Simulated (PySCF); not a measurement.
# F: electron affinity

F⁻ [Ne] (1S) → F [He] 2s2 2p5 (2P), as a difference of total energies. Calculation: PySCF 2.14, in aug-cc-pVTZ; no relativity, point nucleus. Correlated levels: valence: 1s2 frozen. The calculations carry no spin-orbit coupling.

Q: Order these methods by the electron affinity they give, lowest first.
A. r2SCAN
B. SCS-MP2 (valence)
C. PBE0
D. wB97X-V

A: C (3.243 eV), A (3.312 eV), D (3.372 eV), B (3.455 eV).

A first-order spin-orbit estimate (lowest level to lowest level, LS coupling) adds -0.017 eV.

Errors of the correlated levels include the incompleteness of this basis and the frozen core.

In the anion the highest occupied orbital energy is positive at LDA, PBE, r2SCAN, revPBE, a self-interaction effect; the basis confines that electron, and the energy difference can still be sensible.

For comparison: 3.401 eV (measured; photodetachment measurements, as compiled on the Wikipedia data page of electron affinities).
